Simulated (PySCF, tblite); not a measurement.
**C5H9F: a rotation path, then NMR shifts on frames, part 1 of 2**

Aim: move C5H9F (`CCC1(F)CC1`) away from its starting geometry and see how NMR shifts follow the geometry.

The runs use tblite 0.8.0 and PySCF 2.14.0, with density-fitted response routines of our own; the level of theory stands in each step. All values are computed, except where a source is named. Atoms are numbered from 0 throughout.

## (1) The starting structure

15 atoms, charge 0, multiplicity 1; geometry from: GFN2-xTB.

Bonds of the start (Å): C0–C1 1.53, C1–C2 1.51, C2–F3 1.38, C2–C4 1.49, C4–C5 1.51, C5–C2 1.49, C0–H6 1.09, C0–H7 1.09, C0–H8 1.09, C1–H9 1.09, C1–H10 1.09, C4–H11 1.08, C4–H12 1.08, C5–H13 1.08, C5–H14 1.08.

## (2) The rotation path with GFN2-xTB

The job: settings as JSON, then the geometry in Å.

```
{"job": {"kind": "neb", "xc": "GFN2-xTB", "basis": "xTB", "atoms": [0, 1, 2, 5], "turn": 120}, "charge": 0, "multiplicity": 1}
C      1.935654    -0.357597     0.215122
C      0.747441     0.544834     0.538982
C     -0.388482     0.333571    -0.431739
F     -0.053330     0.756457    -1.699387
C     -1.288608    -0.857347    -0.364983
C     -1.823154     0.516652    -0.054064
H      1.649402    -1.404340     0.289198
H      2.753181    -0.169033     0.906193
H      2.284153    -0.166215    -0.796788
H      1.058041     1.591485     0.489831
H      0.383473     0.342107     1.547172
H     -1.588207    -1.313376    -1.295445
H     -1.146124    -1.555336     0.445181
H     -2.052885     0.769568     0.969290
H     -2.474968     0.976560    -0.780475
```

Level: GFN2-xTB climbing-image nudged elastic band, gas phase.

Command:

```console
$ OMP_NUM_THREADS=1 python probes_run.py task.json out
```

The driver reads the jobs from task.json and runs them one after another.

The program printed:

```text
image   E - E0 / eV
  0       0.0000
  1       0.0193
  2       0.0634
  3       0.1070
  4       0.1230
  5       0.1028
  6       0.0586
  7       0.0173
  8       0.0001
```

Run time: 1.7 s. Hardware: 1 thread of Intel Xeon Platinum 8559C, shared host; peak memory 0.19 GiB.

The final band, with the dihedral C0–C1–C2–C5:

```
image  dihedral (°)  energy (eV)  energy (kcal/mol)
    0           150        0.000                0.0
    1           166        0.019                0.4
    2           183        0.063                1.5
    3           200        0.107                2.5
    4           217        0.123                2.8
    5           234        0.103                2.4
    6           251        0.059                1.4
    7           268        0.017                0.4
    8           284        0.000                0.0
```

## (3) NMR shieldings: image 0, PBE0/pcSseg-1

The job: settings as JSON, then the geometry in Å.

```
{"job": {"kind": "nmr", "xc": "PBE0", "basis": "pcSseg-1", "pop": false}, "charge": 0, "multiplicity": 1}
C      1.935700    -0.357600     0.215100
C      0.747400     0.544800     0.539000
C     -0.388500     0.333600    -0.431700
F     -0.053300     0.756500    -1.699400
C     -1.288600    -0.857300    -0.365000
C     -1.823200     0.516700    -0.054100
H      1.649400    -1.404300     0.289200
H      2.753200    -0.169000     0.906200
H      2.284200    -0.166200    -0.796800
H      1.058000     1.591500     0.489800
H      0.383500     0.342100     1.547200
H     -1.588200    -1.313400    -1.295400
H     -1.146100    -1.555300     0.445200
H     -2.052900     0.769600     0.969300
H     -2.475000     0.976600    -0.780500
```

Method: GIAO PBE0/pcSseg-1 NMR shielding, non-relativistic, gas phase.

The program printed:

```text
coarse grid: 12096 points
cycle   1  E = -295.2936797377  dE =  6.976e-01  |g| = 5.327e-01  |ddm| = 3.244e+00
cycle   2  E = -295.2747998348  dE =  1.888e-02  |g| = 6.662e-01  |ddm| = 8.531e-01
cycle   3  E = -295.3510197565  dE = -7.622e-02  |g| = 6.857e-02  |ddm| = 4.760e-01
cycle   4  E = -295.3517816898  dE = -7.619e-04  |g| = 2.832e-02  |ddm| = 6.525e-02
cycle   5  E = -295.3519485896  dE = -1.669e-04  |g| = 3.135e-03  |ddm| = 2.473e-02
cycle   6  E = -295.3519503647  dE = -1.775e-06  |g| = 1.136e-03  |ddm| = 3.708e-03
final grid: 115992 points
cycle   7  E = -295.3954716668  dE = -4.308e-05  |g| = 8.479e-03  |ddm| = 3.050e-02
cycle   8  E = -295.3954631824  dE =  8.484e-06  |g| = 1.097e-02  |ddm| = 1.504e-02
cycle   9  E = -295.3954886267  dE = -2.544e-05  |g| = 1.169e-03  |ddm| = 8.091e-03
cycle  10  E = -295.3954888445  dE = -2.177e-07  |g| = 2.080e-04  |ddm| = 9.401e-04
cycle  11  E = -295.3954888513  dE = -6.884e-09  |g| = 3.334e-05  |ddm| = 1.567e-04
cycle  12  E = -295.3954888516  dE = -2.138e-10  |g| = 1.427e-05  |ddm| = 4.530e-05
converged SCF energy = -295.3954888516

GIAO shielding tensors (ppm)
atom      isotropic    diamagn.    paramagn.     s11        s22        s33       span
  0 C      174.454     246.871     -72.417    161.529    174.753    187.080     25.551
  1 C      153.427     247.371     -93.943    137.058    151.235    171.989     34.931
  2 C      105.369     243.286    -137.916     61.741     72.131    182.236    120.494
  3 F      387.707     476.081     -88.374    316.219    392.156    454.747    138.528
  4 C      175.297     253.786     -78.489    144.314    174.001    207.575     63.261
  5 C      172.509     255.524     -83.015    141.161    173.300    203.066     61.906
  6 H       30.624      30.415       0.209     25.809     29.811     36.252     10.443
  7 H       30.644      28.529       2.115     25.869     27.749     38.312     12.443
  8 H       30.107      29.642       0.465     25.460     29.063     35.797     10.337
  9 H       29.198      30.191      -0.993     24.373     28.604     34.618     10.244
 10 H       30.894      31.890      -0.996     25.658     30.493     36.530     10.872
 11 H       30.708      30.891      -0.183     25.918     27.248     38.959     13.041
 12 H       31.364      32.069      -0.705     26.282     28.181     39.628     13.346
 13 H       31.330      31.825      -0.495     25.738     28.404     39.847     14.110
 14 H       30.607      30.693      -0.086     25.536     27.320     38.966     13.429
```

Wall time 17 s (1 thread of Intel Xeon Platinum 8559C, shared host); peak memory 0.8 GiB.

Shifts follow as δ = σ(reference) − σ, with reference shieldings (ppm) from runs at the same level and on the same kind of geometry: ¹H TMS 31.72, ¹³C TMS 186.9, ¹⁹F CFCl3 170.9. The references are single molecules in the gas phase, so shifts against H2O, NH3, PH3, H3PO4 or CFCl3 are not on the usual liquid scales and can be off by tens of ppm. Each atom is listed at this fixed geometry, with no averaging over motion; a spectrum would average atoms that exchange fast.

```
atoms                                   environment  σ (ppm)  δ (ppm)
   C2  three-membered-ring carbon bearing a halogen    105.4     81.6
   C1                                       sp3 CH2    153.4     33.5
   C5                    three-membered-ring carbon    172.5     14.4
   C0                                 methyl carbon    174.5     12.5
   C4                    three-membered-ring carbon    175.3     11.6
   H9                        hydrogen on an sp3 CH2    29.20     2.52
   H8                   hydrogen on a methyl carbon    30.11     1.61
  H14      hydrogen on a three-membered-ring carbon    30.61     1.11
   H6                   hydrogen on a methyl carbon    30.62     1.09
   H7                   hydrogen on a methyl carbon    30.64     1.07
  H11      hydrogen on a three-membered-ring carbon    30.71     1.01
  H10                        hydrogen on an sp3 CH2    30.89     0.82
  H13      hydrogen on a three-membered-ring carbon    31.33     0.39
  H12      hydrogen on a three-membered-ring carbon    31.36     0.35
   F3                     fluorine on an sp3 carbon    387.7   -216.8
```

Ring of atoms C2, C4, C5: NICS(0) -38.7, NICS(1) -7.8, NICS(1)zz -18.6 ppm (means of both faces; NICS(1) differs between them: -9.3 and -6.3).

The two faces differ (NICS(1)zz -15.7 and -21.5 ppm).

In rings of three or four atoms NICS is ruled by the nearby σ bonds, so it says little on aromaticity.

The fields below are evaluated on a grid from the run's orbitals.

Frontier orbitals at PBE0/pcSseg-1, with the share of their density that lies nearest to each atom:

```
orbital  energy (eV)                                                    lies on
   HOMO        -7.82                   C2 28 %; F3 17 %; C4, C5 about 15 % each
   LUMO         1.44  H10, H12 about 21 % each; H13 13 %; H6, H7 about 8 % each
```

ELF in a plane through or near 6 of the atoms.

Ten even steps from ' ' (0.00) to '@' (1.00):
```
                                                        
                                                        
                                                        
                                                        
                  ..==++--                              
                  ==%%%%**::      ::==--                
                  --######--    ..**##**::              
        --%%##++..::++----==::::==######==::..          
        %%@@@@@@**++**----****==++======++==::          
      ::@@@@@@@@%%**@@**==##++--====::++++==..          
      ..%%@@@@@@--..##++--==++**++##@@##==::            
        ::******++**##::  ..**##--::##**--..            
            ..==%%@@@@++    ++**::--**++::              
            ..==@@@@@@**    --++++##%%##::              
              ::%%@@@@::    ..::==##@@%%--              
                ..::..          ..==**==..              
                                    ..                  
                                                        
                                                        
                                                        
```
The map spans 10.9 Å across and 8.6 Å up, centred on the molecule. Atoms in the plane (x, y in Å): C0 (-2.0, -0.3), C1 (-0.8, 0.7), C4 (1.3, -0.9), C5 (1.8, 0.5), H6 (-1.7, -1.2), H7 (-2.9, 0.2).

On the surface of density 0.002 e/bohr³ the electrostatic potential runs, from the 1st to the 99th percentile, from -1.07 V near F3 to 0.85 V near H12.

## (4) Shielding tensors: image 2, PBE0/pcSseg-1

The job: settings as JSON, then the geometry in Å.

```
{"job": {"kind": "nmr", "xc": "PBE0", "basis": "pcSseg-1", "pop": false}, "charge": 0, "multiplicity": 1}
C      2.066200    -0.187600     0.125200
C      0.714900     0.327300     0.613400
C     -0.381600     0.142800    -0.415600
F      0.071900     0.288500    -1.706900
C     -1.492600    -0.839600    -0.229000
C     -1.771500     0.639500    -0.173900
H      2.018200    -1.251700    -0.093100
H      2.822700    -0.018900     0.887300
H      2.363000     0.334600    -0.780500
H      0.802900     1.388400     0.862500
H      0.422000    -0.207400     1.518800
H     -1.837900    -1.382000    -1.094900
H     -1.521100    -1.406300     0.689300
H     -1.982900     1.096700     0.779700
H     -2.298800     1.083500    -1.004300
```

Method: GIAO PBE0/pcSseg-1 NMR shielding, non-relativistic, gas phase.

The program printed:

```text
coarse grid: 12096 points
cycle   1  E = -295.2920705543  dE =  6.971e-01  |g| = 5.310e-01  |ddm| = 3.249e+00
cycle   2  E = -295.2734215831  dE =  1.865e-02  |g| = 6.625e-01  |ddm| = 8.535e-01
cycle   3  E = -295.3491711815  dE = -7.575e-02  |g| = 6.838e-02  |ddm| = 4.775e-01
cycle   4  E = -295.3499312808  dE = -7.601e-04  |g| = 2.815e-02  |ddm| = 6.564e-02
cycle   5  E = -295.3500960501  dE = -1.648e-04  |g| = 3.080e-03  |ddm| = 2.462e-02
cycle   6  E = -295.3500976979  dE = -1.648e-06  |g| = 1.183e-03  |ddm| = 3.517e-03
final grid: 115992 points
cycle   7  E = -295.3929609186  dE = -4.237e-05  |g| = 8.378e-03  |ddm| = 3.122e-02
cycle   8  E = -295.3929529130  dE =  8.006e-06  |g| = 1.072e-02  |ddm| = 1.513e-02
cycle   9  E = -295.3929777804  dE = -2.487e-05  |g| = 1.191e-03  |ddm| = 8.097e-03
cycle  10  E = -295.3929780020  dE = -2.216e-07  |g| = 1.891e-04  |ddm| = 9.514e-04
cycle  11  E = -295.3929780077  dE = -5.672e-09  |g| = 2.704e-05  |ddm| = 1.351e-04
cycle  12  E = -295.3929780078  dE = -1.314e-10  |g| = 1.301e-05  |ddm| = 3.621e-05
converged SCF energy = -295.3929780078

GIAO shielding tensors (ppm)
atom      isotropic    diamagn.    paramagn.     s11        s22        s33       span
  0 C      175.744     245.520     -69.775    167.579    174.199    185.455     17.877
  1 C      153.254     248.373     -95.119    134.226    150.582    174.954     40.728
  2 C      108.494     242.190    -133.697     64.612     72.511    188.357    123.745
  3 F      393.934     476.137     -82.203    343.729    373.669    464.404    120.675
  4 C      169.615     254.293     -84.677    135.095    173.017    200.735     65.640
  5 C      174.012     255.249     -81.237    143.323    174.186    204.526     61.202
  6 H       30.515      29.682       0.834     25.922     28.870     36.754     10.832
  7 H       30.681      28.216       2.466     26.111     27.735     38.197     12.086
  8 H       30.106      29.423       0.683     25.179     29.310     35.830     10.651
  9 H       29.278      30.961      -1.683     23.656     29.540     34.637     10.981
 10 H       30.616      32.032      -1.416     25.732     30.320     35.797     10.065
 11 H       30.555      30.890      -0.335     25.758     27.227     38.678     12.920
 12 H       31.398      31.974      -0.576     26.257     28.256     39.680     13.422
 13 H       31.434      31.785      -0.351     25.878     28.499     39.927     14.049
 14 H       30.605      30.830      -0.226     25.608     27.409     38.797     13.189
```

Run time: 12 s. Hardware: 1 thread of Intel Xeon Platinum 8559C, shared host; peak memory 0.72 GiB.

Key values: δ C2 78.4, C1 33.7, C4 17.3, C5 12.9, H9 2.44, H8 1.61 ppm.

(Continued in part 2 of 2.)
